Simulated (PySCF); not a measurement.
Species: CH₂O₂, net charge 1, doublet state. SMILES of the parent species: OC=O
Coordinates optimised at B3LYP-D3(BJ)/def2-TZVP (Ansatz):
```
C
O 1 1.2502
O 1 1.2701 2 125.68
H 3 0.9835 1 116.12 2 0.00
H 1 1.1046 2 115.81 3 -180.00
```
Charge +1, spin multiplicity 2.

Dispersion corrections to the total energy (kcal/mol) from the dftd3 and dftd4 libraries through PySCF: D3(BJ) without and D4 with the three-body term, each with the damping fitted for the functional named.

```tsv
functional	D3(BJ)	D4
B2PLYP	-0.83	___
PBE0	-0.92	-0.64
B3LYP	-1.93	-1.27
TPSSh	-1.24	-0.96
TPSS	___	-1.07
BP86	-1.62	___
r2SCAN	-0.28	-0.18
```

Problem. What belongs in the gaps?

Solution. 
- B2PLYP, D4: -0.54
- TPSS, D3(BJ): -1.38
- BP86, D4: -0.98
